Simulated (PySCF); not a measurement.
Atomic charges by several schemes

Species: PF₃.
Z-matrix (Å and degrees, GFN2-xTB geometry), rows numbered from 1:
```
F 
P   1  1.5978
F   2  1.5979  1   93.95
F   2  1.5981  1   93.96  3    94.23
```

Density: PBE0/pcSseg-1 (PySCF); schemes: Mulliken, IAO, Hirshfeld and ESP-fitted. Isolated species at its GFN2-xTB geometry, gas phase.

**Question.** Do the Mulliken, IAO, Hirshfeld and ESP-fitted schemes agree on where the charge is lowest?

**Answer.** All schemes pick atoms of one kind: Mulliken F1, F3 and F4 (-0.367); IAO F1, F3 and F4 (-0.472); Hirshfeld F4 (-0.157); ESP-fitted F3 and F4 (-0.147).

**Question.** Which atoms carry the highest charge in the Mulliken, IAO, Hirshfeld and ESP-fitted schemes?

**Answer.** All schemes agree: Mulliken P2 (+1.102); IAO P2 (+1.415); Hirshfeld P2 (+0.469); ESP-fitted P2 (+0.440).

**Question.** For which atoms does the sign change between the 4 schemes (beyond +0.03 e in one, beyond −0.03 e in another)?

**Answer.** For none.

**Question.** Tabulate the Mulliken, IAO, Hirshfeld and ESP-fitted charges.

**Answer.** In e:

| atom | environment | Mulliken | IAO | Hirshfeld | ESP-fitted |
| --- | --- | --- | --- | --- | --- |
| F1 | phosphorus-bound fluorine | -0.367 | -0.472 | -0.156 | -0.146 |
| P2 | three-coordinate phosphorus | +1.102 | +1.415 | +0.469 | +0.440 |
| F3 | phosphorus-bound fluorine | -0.367 | -0.472 | -0.156 | -0.147 |
| F4 | phosphorus-bound fluorine | -0.367 | -0.472 | -0.157 | -0.147 |

Mean size of the charges over all atoms: IAO 0.708 e, Mulliken 0.551 e, Hirshfeld 0.234 e, ESP-fitted 0.220 e. Each set sums to the total charge, 0, to within 0.001 e. The IAO scheme projects the occupied orbitals on a minimal set of polarised atomic orbitals and counts the electrons in each atom's part of it.

**Question.** Sum the charges by element, for elements with more than one atom.

**Answer.** 
```tsv
element	atoms	Mulliken	IAO	Hirshfeld	ESP-fitted
F	3	-1.102	-1.415	-0.469	-0.440
```

**Question.** How many electrons does the Mulliken scheme count on P2?

**Answer.** Z − q = 15 − (+1.102) = 13.898.
